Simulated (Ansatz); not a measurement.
Steps of a relaxation of C$_{3}$H$_{5}$F$_{2}$N (`C=NC(C)(F)F`) with RKS PBE-D4/def2-SVP.

```sh
$ ansatz run in.yaml --threads 4 --pin off --events-out ev --progress --plain --max-ram 10444MiB
```

```yaml
crystal:
  periodic: [false, false, false]
  atoms:
    - {symbol: C, position_ang: [1.412300, -0.044800, 1.456600]}
    - {symbol: N, position_ang: [0.309000, -0.501900, 0.897700]}
    - {symbol: C, position_ang: [-0.082400, 0.228100, -0.327200]}
    - {symbol: C, position_ang: [-1.210700, -0.362300, -0.944000]}
    - {symbol: F, position_ang: [0.979000, 0.181100, -1.215700]}
    - {symbol: F, position_ang: [-0.272800, 1.547100, -0.021800]}
    - {symbol: H, position_ang: [1.943800, 0.869900, 1.046200]}
    - {symbol: H, position_ang: [1.798500, -0.427100, 2.365100]}
    - {symbol: H, position_ang: [-2.133900, -0.305900, -0.214300]}
    - {symbol: H, position_ang: [-1.549100, 0.177200, -1.825700]}
    - {symbol: H, position_ang: [-1.128300, -1.418400, -1.196200]}
basis:
  gaussian: {orbitals: def2-SVP}
hamiltonian: {xc: pbe, dispersion: d4}
relax: {f_tol: 0.03, max_steps: 200}
```

Positions (Å) and forces (eV/Å) along the path, 13 of 19 steps:

```xyz
11
step=1 energy=-10096.8327 eV
C     1.412   -0.045    1.457   -2.432    1.051   -2.781
N     0.309   -0.502    0.898    2.104    0.797    1.070
C    -0.082    0.228   -0.327    2.931    0.122    1.558
C    -1.211   -0.362   -0.944   -4.983   -0.689    0.364
F     0.979    0.181   -1.216    0.245    0.260   -0.134
F    -0.273    1.547   -0.022   -0.164    0.271   -0.090
H     1.944    0.870    1.046   -0.162   -0.601    0.154
H     1.798   -0.427    2.365    0.428   -1.023    1.435
H    -2.134   -0.306   -0.214    1.466   -0.100   -0.941
H    -1.549    0.177   -1.826    0.082    0.399   -0.622
H    -1.128   -1.418   -1.196    0.485   -0.488   -0.013
11
step=2 energy=-10097.1066 eV
C     1.353    0.032    1.505    0.573   -0.465   -1.504
N     0.318   -0.466    0.920    0.352    0.637    0.391
C    -0.075    0.237   -0.313    1.212    0.036    0.591
C    -1.253   -0.368   -0.942   -2.041   -0.399    0.000
F     0.985    0.218   -1.207   -0.009    0.026    0.097
F    -0.299    1.560   -0.029   -0.098    0.169   -0.013
H     2.006    0.816    1.002   -0.557   -0.126    0.554
H     1.821   -0.497    2.357   -0.359    0.116    0.311
H    -2.129   -0.320   -0.232    0.550   -0.005   -0.323
H    -1.552    0.167   -1.859    0.129    0.114   -0.117
H    -1.110   -1.434   -1.181    0.248   -0.103    0.013
11
step=3 energy=-10097.0609 eV rejected
C     1.419   -0.002    1.450   -0.084    0.182    0.466
N     0.304   -0.336    0.927    0.893   -1.552    0.621
C    -0.063    0.230   -0.304   -1.054    1.148   -0.709
C    -1.304   -0.390   -0.926    0.301   -0.028   -0.072
F     0.987    0.162   -1.209   -0.229   -0.018    0.231
F    -0.334    1.586   -0.125    0.217    0.086   -0.075
H     1.983    0.915    1.174    0.285   -0.079   -0.358
H     1.859   -0.616    2.275   -0.381    0.285    0.025
H    -2.181   -0.332   -0.243    0.265    0.124   -0.059
H    -1.494    0.187   -1.855   -0.175   -0.283    0.035
H    -1.111   -1.461   -1.143   -0.038    0.135   -0.104
11
step=7 energy=-10097.2596 eV
C     1.415   -0.022    1.444   -0.002   -0.050   -0.029
N     0.291   -0.367    0.948   -0.056    0.085   -0.031
C    -0.084    0.271   -0.305   -0.013    0.022    0.063
C    -1.285   -0.386   -0.939    0.047   -0.009    0.008
F     0.972    0.268   -1.195    0.048    0.022   -0.030
F    -0.355    1.598   -0.048   -0.027   -0.020    0.002
H     2.121    0.694    0.965   -0.003   -0.016   -0.015
H     1.715   -0.464    2.412    0.064   -0.007    0.068
H    -2.121   -0.382   -0.215   -0.007   -0.018   -0.024
H    -1.571    0.164   -1.854   -0.009   -0.014   -0.021
H    -1.034   -1.433   -1.193   -0.042    0.006    0.008
11
step=8 energy=-10097.2712 eV
C     1.429   -0.041    1.430   -0.397   -0.071   -0.375
N     0.237   -0.285    1.010    0.656    0.304    0.002
C    -0.115    0.313   -0.269   -0.029   -0.088   -0.127
C    -1.273   -0.393   -0.944    0.093   -0.001    0.173
F     0.964    0.335   -1.145   -0.057    0.063    0.098
F    -0.432    1.628   -0.028   -0.059    0.021   -0.039
H     2.200    0.549    0.857   -0.323   -0.262    0.195
H     1.713   -0.451    2.415    0.105    0.020    0.103
H    -2.142   -0.401   -0.258    0.033   -0.014   -0.052
H    -1.536    0.128   -1.884    0.026   -0.017    0.023
H    -0.981   -1.439   -1.164   -0.048    0.045   -0.002
11
step=9 energy=-10097.2826 eV
C     1.436   -0.048    1.422   -0.782   -0.377   -0.133
N     0.228   -0.254    1.025    0.679    0.367    0.046
C    -0.126    0.332   -0.256   -0.008   -0.128   -0.230
C    -1.265   -0.396   -0.943    0.057    0.036    0.221
F     0.957    0.371   -1.130   -0.057    0.080    0.101
F    -0.468    1.642   -0.024   -0.047   -0.007   -0.009
H     2.213    0.476    0.827    0.004    0.027   -0.047
H     1.717   -0.445    2.414    0.092    0.021    0.081
H    -2.148   -0.405   -0.277    0.028   -0.004   -0.017
H    -1.518    0.109   -1.894    0.043    0.001    0.012
H    -0.962   -1.440   -1.143   -0.010   -0.017   -0.025
11
step=10 energy=-10097.3199 eV
C     1.429   -0.091    1.409   -0.446   -0.139   -0.162
N     0.200   -0.144    1.043    0.454    0.289   -0.024
C    -0.142    0.399   -0.257    0.008   -0.079   -0.172
C    -1.236   -0.406   -0.930    0.019    0.015    0.118
F     0.947    0.484   -1.123   -0.090    0.029    0.198
F    -0.555    1.695   -0.055   -0.002   -0.136    0.008
H     2.256    0.290    0.770   -0.043   -0.009   -0.026
H     1.685   -0.460    2.420    0.036   -0.009    0.056
H    -2.117   -0.436   -0.263   -0.010    0.009   -0.024
H    -1.511    0.055   -1.899    0.059   -0.006    0.054
H    -0.889   -1.444   -1.095    0.016    0.036   -0.026
11
step=14 energy=-10097.3523 eV
C     1.407   -0.176    1.361    0.190   -0.062    0.013
N     0.207    0.136    1.095   -0.860    0.255   -0.375
C    -0.181    0.538   -0.237    0.182    0.084    0.172
C    -1.162   -0.426   -0.874    0.017   -0.067    0.016
F     0.908    0.705   -1.075    0.147   -0.095   -0.168
F    -0.752    1.784   -0.157   -0.015   -0.097    0.213
H     2.242   -0.158    0.624   -0.019   -0.015    0.017
H     1.608   -0.484    2.402    0.273   -0.049    0.090
H    -2.066   -0.533   -0.245    0.085    0.036    0.014
H    -1.449   -0.022   -1.862   -0.016   -0.001   -0.016
H    -0.697   -1.421   -1.012    0.015    0.012    0.024
11
step=15 energy=-10097.3669 eV
C     1.378   -0.196    1.349   -0.151    0.307    0.047
N     0.170    0.142    1.096    0.363   -0.110    0.135
C    -0.178    0.546   -0.232   -0.103   -0.031   -0.105
C    -1.150   -0.425   -0.875   -0.006    0.000   -0.020
F     0.922    0.703   -1.065   -0.010    0.020   -0.016
F    -0.751    1.789   -0.139    0.045   -0.032   -0.003
H     2.203   -0.177    0.596   -0.146   -0.064    0.064
H     1.636   -0.463    2.395   -0.008   -0.109   -0.091
H    -2.049   -0.527   -0.240    0.032   -0.001   -0.007
H    -1.440   -0.032   -1.867   -0.006   -0.010   -0.008
H    -0.675   -1.418   -0.998   -0.010    0.030    0.005
11
step=16 energy=-10097.3645 eV rejected
C     1.349   -0.203    1.343   -0.002    0.033   -0.163
N     0.168    0.222    1.111    0.035   -0.122   -0.089
C    -0.185    0.592   -0.238    0.068    0.131    0.093
C    -1.124   -0.423   -0.865    0.080   -0.062    0.084
F     0.925    0.760   -1.054   -0.033   -0.048   -0.057
F    -0.777    1.825   -0.173   -0.032   -0.055   -0.016
H     2.139   -0.280    0.558   -0.064    0.009    0.065
H     1.621   -0.517    2.369   -0.044    0.039    0.053
H    -2.001   -0.560   -0.207   -0.024    0.005   -0.029
H    -1.455   -0.081   -1.867    0.087    0.026    0.114
H    -0.594   -1.393   -0.956   -0.072    0.043   -0.056
11
step=17 energy=-10097.3713 eV
C     1.374   -0.176    1.353   -0.008   -0.127    0.004
N     0.169    0.160    1.099    0.171   -0.019    0.065
C    -0.178    0.554   -0.235   -0.068   -0.001   -0.031
C    -1.144   -0.426   -0.872   -0.008   -0.009   -0.014
F     0.922    0.711   -1.068   -0.005    0.009    0.002
F    -0.754    1.795   -0.147    0.003    0.021   -0.034
H     2.187   -0.193    0.589   -0.079    0.047    0.077
H     1.630   -0.493    2.386   -0.012    0.061   -0.069
H    -2.038   -0.534   -0.231    0.012   -0.002   -0.011
H    -1.443   -0.040   -1.865    0.003   -0.009    0.011
H    -0.661   -1.415   -0.991   -0.010    0.027   -0.001
11
step=18 energy=-10097.3725 eV
C     1.373   -0.185    1.353    0.094   -0.010    0.018
N     0.174    0.163    1.101   -0.076    0.012   -0.046
C    -0.179    0.556   -0.236   -0.004    0.013    0.016
C    -1.144   -0.425   -0.872    0.002   -0.014    0.008
F     0.921    0.713   -1.069    0.011   -0.007   -0.006
F    -0.754    1.797   -0.152    0.003   -0.011    0.008
H     2.187   -0.192    0.593   -0.034   -0.007    0.025
H     1.629   -0.493    2.387    0.000    0.009   -0.025
H    -2.036   -0.537   -0.229    0.005    0.002   -0.008
H    -1.446   -0.042   -1.865    0.007    0.000    0.015
H    -0.658   -1.412   -0.991   -0.007    0.014   -0.004
11
step=19 energy=-10097.3726 eV
C     1.374   -0.183    1.355   -0.014    0.002    0.001
N     0.173    0.161    1.100    0.003   -0.011    0.019
C    -0.179    0.554   -0.235    0.010    0.001   -0.006
C    -1.145   -0.426   -0.872    0.002    0.008    0.004
F     0.922    0.707   -1.069   -0.003    0.005   -0.005
F    -0.752    1.796   -0.151    0.004   -0.009   -0.002
H     2.187   -0.193    0.595    0.005    0.002   -0.007
H     1.631   -0.487    2.389   -0.007    0.004   -0.007
H    -2.036   -0.540   -0.229   -0.002   -0.001    0.000
H    -1.449   -0.036   -1.862   -0.001    0.001    0.002
H    -0.660   -1.411   -1.000    0.002   -0.002    0.002
```

Run time 24 s (4 threads of an Intel Xeon Platinum 8259CL on a shared host); peak host memory 0.17 GiB.
